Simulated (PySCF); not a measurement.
**Solvent effects on NMR parameters**

Atoms are numbered as in `[CH3:1][CH:2]([CH3:3])[Cl:4]`; H(Xn) means a hydrogen on atom n.

GIAO PBE0/pcSseg-1 in PySCF on one PBE0-D3(BJ)/def2-SVP conformer, non-relativistic, equivalent nuclei averaged. Solvents enter as an IEF-PCM continuum (chloroform with ε = 4.7, dichloromethane with ε = 8.9) around the gas-phase geometry. Shifts are referred to TMS computed in the same medium.

Gas phase, δ in ppm: C2 58.4, C1/C3 28.7, H(C2) 3.85, H(C1)/H(C3) 1.39. Dipole moment 2.27 D.

**Question.** How does each δ change in the continuum?

**Answer.** 
| atoms | environment | Δδ, chloroform | Δδ, dichloromethane |
| --- | --- | --- | --- |
| C2 | sp3 CH bonded to Cl | +2.9 | +3.5 |
| C1/C3 | methyl carbon | +0.4 | +0.6 |
| H(C2) | hydrogen on an sp3 CH bonded to Cl | +0.23 | +0.27 |
| H(C1)/H(C3) | hydrogen on a methyl carbon | +0.06 | +0.07 |

Changes are relative to the gas phase. The dipole moment becomes 2.78 D in chloroform, 2.88 D in dichloromethane.

**Question.** Which nuclei move most (in ppm), and what does the model miss?

**Answer.** C2 (sp3 CH bonded to Cl, +3.5 ppm) in dichloromethane. A continuum only polarises the solute; specific hydrogen bonds, the anisotropy of aromatic solvents and changes of geometry or conformer are outside it.
